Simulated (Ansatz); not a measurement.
Gas-phase electronic energies from Ansatz, PBE0-D4/def2-TZVP geometries. CBS: MP2 limit from def2 TZ/QZ plus the TZ coupled-cluster correction, frozen cores. This one scheme is used for every species. DFT in def2-TZVPP. Open shells (•) are unrestricted, without spin–orbit coupling. Each species was taken in one conformer, which may not be the lowest.

`CC(F)CCF` → `F[CH]CCF`• + `[CH3]`•  (homolysis of the C–C bond)

`CC(F)CCF`:

Cartesian coordinates in Å:
```
C 0.294 1.904 -0.261
C 0.048 0.595 0.443
F -1.144 0.698 1.164
C -0.077 -0.583 -0.498
C -0.263 -1.897 0.215
F 0.876 -2.203 0.946
H -0.494 2.103 -0.991
H 0.318 2.724 0.458
H 1.253 1.877 -0.784
H 0.834 0.400 1.180
H -0.933 -0.416 -1.162
H 0.818 -0.637 -1.126
H -1.103 -1.853 0.913
H -0.427 -2.712 -0.496
```

`F[CH]CCF`•:

```xyz
10

F    -0.788   -1.924    0.608
C    -0.161   -0.854    1.124
C     0.637   -0.067    0.164
C    -0.192    0.642   -0.895
F    -1.000    1.594   -0.301
H    -0.677   -0.430    1.978
H     1.345   -0.726   -0.354
H     1.221    0.674    0.715
H    -0.838   -0.063   -1.425
H     0.454    1.153   -1.614
```

`[CH3]`•:

Cartesian coordinates in Å:
```
C 0.000 0.000 0.000
H -0.474 0.358 -0.902
H -0.563 -0.055 0.920
H 1.037 -0.303 -0.018
```

```
          level  ΔE (eV)
   CAM-B3LYP-D4     4.11
CCSD/def2-TZVPP     4.11
```

(1) What does CCSD(T)/CBS give? (Estimate.)

Largest T1 diagnostic among the species: 0.013.

Answers

(1) The calculation gave: +4.31 eV. The listed levels differ from it by -0.20, -0.20 eV.

From BLYP to BHLYP (50 % exact exchange), in def2-TZVPP and without D4, ΔE moves by +0.09 eV. The D4 term adds +0.11 eV with B3LYP and +0.06 eV with PBE0; it sums over pairs of atoms, weighted by their polarisabilities, and B3LYP, whose exchange is more repulsive, gets the larger term. At CCSD(T), def2-SVP lies −0.08 eV from the extrapolated value and def2-TZVPP −0.09 eV.

CCSD(T)/CBS has its own doubt, a few kJ/mol and more with outer-core shells, so smaller differences from it don't rank the levels.

B3LYP here is the variant with VWN-RPA as its local correlation; programs differ in this.
